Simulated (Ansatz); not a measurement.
**FS: composite energy at a relaxed geometry in Python**

Aim: a composite energy at a relaxed geometry, for FS, run from a script.

Computed with Ansatz 0.2.0, driven from Python. The levels of theory stand in the script.

**1. Starting point**

Bond lengths: S1–F2 1.600 Å.

No structure file is read: the coordinates are typed or built in the script.

**2. The script**

Contents of composite_fs.py:

```python
import itertools

import ansatz
from ase.data import atomic_numbers, covalent_radii
import numpy as np


def main() -> None:
    mol = (
        ansatz.Crystal.molecule()
        .atom('S', (0.0, 0.0, 0.0))
        .atom('F', (0.0, 0.0, 1.6))
    )

    model = (
        mol.calculation()
        .basis(gaussian='def2-SVP')
        .functional('pbe0', dispersion='d4')
        .spin('collinear', total=1)
    )
    symbols = [site.symbol for site in mol.cartesian_sites]
    start = np.array([site.position_ang for site in mol.cartesian_sites], dtype=float)
    r = model.relax(force_tolerance=0.01).run().report
    end = np.array(r['positions_ang'])
    radius = [covalent_radii[atomic_numbers[s]] for s in symbols]
    span = lambda where, i, j: np.linalg.norm(where[i] - where[j])
    bonded = [(i, j) for i, j in itertools.combinations(range(len(symbols)), 2) if min(span(start, i, j), span(end, i, j)) < 1.2 * (radius[i] + radius[j])]
    print('pair        before    after (A)')
    for i, j in bonded:
        print(f'{symbols[i]}{i}-{symbols[j]}{j}'.ljust(10), f'{span(start, i, j):8.4f} {span(end, i, j):8.4f}')

    minimum = ansatz.Crystal.molecule()
    for symbol, place in zip(symbols, end):
        minimum = minimum.atom(symbol, place.tolist())
    at_minimum = minimum.calculation().spin('collinear', total=1)
    level = lambda method, basis: at_minimum.basis(gaussian=basis).correlation(method).run().report
    small, large, cluster = level('mp2', 'cc-pVDZ'), level('mp2', 'cc-pVTZ'), level('ccsd_t', 'cc-pVDZ')
    corr = lambda each: (each['free_energy_ev'] - each['reference_energy_ev']) / 27.211386246
    mp2_limit = (27 * corr(large) - 8 * corr(small)) / 19
    pieces = {'HF / cc-pVTZ': large['reference_energy_ev'] / 27.211386246, 'MP2 correlation, DZ-TZ limit': mp2_limit, 'CCSD(T) - MP2 / cc-pVDZ': corr(cluster) - corr(small)}
    for name, value in pieces.items():
        print(f'{name:32s} {value:14.6f} Ha')
    print(f'{"sum":32s} {sum(pieces.values()):14.6f} Ha')
    print('T1 diagnostic', round(cluster['correlation']['coupled_cluster']['t1_diagnostic'], 4))


if __name__ == '__main__':
    main()
```

**3. What the engine is handed**

The engine receives this input (first run):

```yaml
crystal:
  periodic: [false, false, false]
  atoms:
    - { symbol: S, position_ang: [0.0, 0.0, 0.0] }
    - { symbol: F, position_ang: [0.0, 0.0, 1.6] }
basis:
  gaussian:
    orbitals: def2-SVP
hamiltonian:
  xc: pbe0
  dispersion: d4
magnetization:
  spin_polarized: true
  initial_magnetization: 1.0
relax:
  f_tol: 0.01
```

**4. The run**

Command:

```console
> python composite_fs.py
```

What it wrote:

```text
pair        before    after (A)
S0-F1        1.6000   1.6160
HF / cc-pVTZ                        -496.966220 Ha
MP2 correlation, DZ-TZ limit          -0.437935 Ha
CCSD(T) - MP2 / cc-pVDZ               -0.024868 Ha
sum                                 -497.429024 Ha
T1 diagnostic 0.0191
```

It took 5.6 s on 1 thread of Arm Neoverse V1, shared host; peak memory 0.17 GiB.

**5. Path of the relaxation of run 0**

Step by step:

```
step  energy from step 1 (eV)  largest force component (eV/Å)
   1                   0.0000                          0.5492
   2                  -0.0028                          0.3228
   3                  -0.0043                          0.0104
   4                  -0.0043                          0.0034
```

Step 1 is the start.

Before: Bond lengths: S1–F2 1.600 Å.

After: Bond lengths: S1–F2 1.616 Å.

Run 0 is this relaxation; the runs after it count from 1.

**6. The engine's runs**

The 3 runs, in the order started:

```tsv
run	basis	method	energy (eV)	<S²>	iterations in all	CPU time (s)
1	cc-pVDZ	mp2	-13529.5174	0.76	33	0.28
2	cc-pVTZ	mp2	-13533.8864	0.77	31	0.56
3	cc-pVDZ	ccsd_t	-13530.1941	0.76	114	0.81
```

**7. Summary of results**

```
        quantity           value
   T1 diagnostic          0.0191
composite energy  -497.429024 Ha
   runs compared               3
```

In words: All 3 runs converged, in 31 to 114 cycles. A T1 diagnostic under about 0.02 supports a single-reference treatment, as here. Run 0: The relaxation took 3 moves; the largest shift is 0.008 Å. The start was already close to the minimum. Reading the output:
- The sum leaves out core correlation, relativity, the Hartree-Fock basis error and zero-point energy; a DZ-TZ extrapolation is rough.
- The species is open-shell (spin multiplicity 2).
- Inner cores stay frozen, so this is valence correlation.
- For Al to Cl the sets with a tight d function, cc-pV(X+d)Z, are usual.
- The spin state was assumed, and another may lie lower.
